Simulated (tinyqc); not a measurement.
Starting guesses with DIIS over 6 matrices: SCF starting guesses in the sto-3g basis, for H2O+, spin multiplicity 2. Computed by the program tinyqc with PySCF. UHF with one setting changed at a time; a run stops when the energy changes by less than 1e-09 hartree and the error matrix is below 1e-5. Starts: the lowest orbitals of the core Hamiltonian, of the Wolfsberg-Helmholz matrix (K = 1.75), projected atomic densities, random orbitals, and the highest orbitals of the core Hamiltonian (a deliberately bad start).

Geometry (angstrom):
```
atom       x        y       z
O     0.0000   0.0000  0.0000
H     0.0000   1.0680  0.6710
H     0.0000  -1.0680  0.6710
```

lowest solution found by these runs and by PySCF with stability checks = -74.603197 hartree

Largest element of the error matrix X^T (FDS - SDF) X:
```
iteration     core  Wolfsberg-Helmholz  atomic densities   random  highest core orbitals
1          2.1e-01             1.6e-01           3.4e-01  5.6e+00                1.6e-01
2          4.4e-02             5.6e-02           1.3e-01  2.1e-01                2.1e-01
3          1.4e-02             1.2e-02           1.3e-02  4.9e-02                2.1e-01
4          6.9e-03             6.6e-03           5.8e-03  3.7e-02                2.1e-01
5          4.5e-03             3.9e-03           4.3e-03  2.1e-02                2.1e-01
6          2.8e-03             2.6e-03           1.9e-03  1.2e-02                2.1e-01
8          1.6e-04             5.0e-05           1.1e-04  6.9e-03                9.7e-02
10         7.0e-06             3.7e-06           2.1e-05  1.5e-03                2.5e-02
14               -                   -                 -  7.8e-05                6.6e-04
20               -                   -                 -  9.6e-07                      -
```

How each run ends:
```
run                    iterations  E (hartree)         state
core                           11   -74.603197  lowest found
Wolfsberg-Helmholz             11   -74.603197  lowest found
atomic densities               12   -74.603197  lowest found
random                         20   -74.603197  lowest found
highest core orbitals          18   -74.390351        higher
```

What does the comparison show, and why?

4 of 5 runs reach the lowest solution found, in 11 to 20 iterations (fastest: core, Wolfsberg-Helmholz). Ending on a higher stationary point: highest core orbitals; a small error matrix cannot reveal that, and an occupation fixed by the start is kept by symmetry or by the shape of the basin. The first errors are 2e-01, 2e-01, 3e-01, 6e+00, 2e-01; the deliberately bad start has the smallest one, so a small first error does not mark a good start.
